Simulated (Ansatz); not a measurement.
# CH₄N (quartet): wave-function methods side by side at distance C1–H5 along a hydrogen transfer = 1.339 Å, cc-pVDZ

An exercise on one series of results from a longer session: the logs are not shown, and one member is left open.

The runs use Ansatz 0.2.0, Gaussian basis; cc-pVDZ, core rule «outside noble gas», up to 2 orbitals frozen.

The runs, in order: UHF; CCSD(T) on ROHF; CCSD(T) on UHF; BCCD(T) on ROHF; CISD; CCSDT(Q) on ROHF; CCSDT(Q) on UHF; CASSCF and MRCISD+Q, 5 electrons in 5 orbitals; CASSCF and NEVPT2, 5 electrons in 5 orbitals.

7 further runs of the same task are left out: 1 for a mislabelled method, 5 that didn't finish, 1 set aside as unsound or not needed.

## What is computed

The geometry derives from fragments relaxed apart (PBE0/def2-TZVP) and kept rigid, so it is no stationary point. A hydrogen atom is moved between rigid fragments.

6 atoms, charge 0, spin multiplicity 4.

Atoms are counted from 1 here; the program's logs count them from 0.

Bond lengths: C1–H2 1.090 Å, C1–H3 1.090 Å, C1–H4 1.090 Å, C1–H5 1.339 Å, H5–N6 1.082 Å. Angles: H2–C1–H3 109.5°, H2–C1–H4 109.5°, H2–C1–H5 109.5°, H3–C1–H4 109.5°, H3–C1–H5 109.5°, H4–C1–H5 109.5°, C1–H5–N6 180.0°.

The first run:

Contents of in.yaml:

```yaml
crystal:
  periodic: [false, false, false]
  atoms:
    - {symbol: C, position_ang: [-1.136857, 0.000000, 0.000000]}
    - {symbol: H, position_ang: [-1.500062, 1.027301, 0.000000]}
    - {symbol: H, position_ang: [-1.500062, -0.513650, 0.889668]}
    - {symbol: H, position_ang: [-1.500062, -0.513650, -0.889669]}
    - {symbol: H, position_ang: [0.202143, 0.000000, 0.000000]}
    - {symbol: N, position_ang: [1.284143, 0.000000, 0.000000]}
basis:
  gaussian: {orbitals: cc-pVDZ}
magnetization: {spin_polarized: true, initial_magnetization: 3}
hamiltonian: {xc: hf}
output: {orbitals: {seedname: orbitals}}
```

Launch:

```bash
> ansatz run in.yaml --threads 1 --pin off --events-out ev --progress --plain --max-ram 2393MiB
```

Steps of the session up to this table: UHF; CCSD(T) on ROHF; CCSD(T) on UHF; BCCD(T) on ROHF; CISD; CCSDT(Q) on ROHF; CCSDT(Q) on UHF; CASSCF and MRCISD+Q, 5 electrons in 5 orbitals; CASSCF and NEVPT2, 5 electrons in 5 orbitals.

One of the session's tables, all rows but one given; the rest of the session is left out.

```
       method  from UCCSDT(Q) (meV)
         ROHF               +8469.6
          UHF               +8044.0
         RMP2               +1226.8
         UMP2               +1312.0
         CISD                +804.6
        RCCSD                +207.5
        UCCSD                +197.8
     RCCSD(T)                 +32.0
     UCCSD(T)                 +31.4
      BCCD(T)                 +32.1
       RCCSDT                 +11.1
       UCCSDT                  +8.7
    RCCSDT(Q)                  +2.0
    UCCSDT(Q)                     0
  CASSCF pair               +7694.1
  NEVPT2 pair               +1266.3
  MRCISD pair                     ?
MRCISD+Q pair                 +75.4
```

Estimate the missing values for MRCISD pair.

The run gave: from UCCSDT(Q) (meV): +714.5. In the column «from UCCSDT(Q) (meV)» it lies between RCCSD (+207.5) and CISD (+804.6).

Caveats from the session: Restricted and unrestricted rows rest on different reference determinants; where their highest levels disagree by more than a few hundredths of an eV, they describe different states and don't form one ladder.
